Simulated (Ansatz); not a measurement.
We consider bcc Nb, described by r²SCAN-D4 in Ansatz (PAW).

Run with plane-wave cutoff 560 eV, 24×24×24 k mesh, Fermi–Dirac smearing 0.05 eV, no spin polarisation, scalar-relativistic PAW data made under PBE.

Cell (relaxed at this level):

```
CELL_PARAMETERS angstrom
     -1.64890     1.64890     1.64890
      1.64890    -1.64890     1.64890
      1.64890     1.64890    -1.64890
ATOMIC_POSITIONS crystal
  Nb 0.00000 0.00000 0.00000
```

### Question
Estimate the bulk modulus and pressure derivative B′ of the bulk modulus that the calculation returns.

### Answer

* **bulk modulus**: 175 GPa
* **pressure derivative B′ of the bulk modulus**: 3.6

The run finds no gap.

Measured, for comparison: bulk modulus 173 GPa (0 K value with the zero-point phonon effect removed; as tabulated in Mejia-Rodriguez and Trickey (2018), arXiv:1807.09216). Computed (rounded) less measured: bulk modulus +1 %.

Static lattice: no zero-point or thermal effects.

It cost roughly 100 core-seconds of CPU time.

Ansatz is a program for electronic structure.
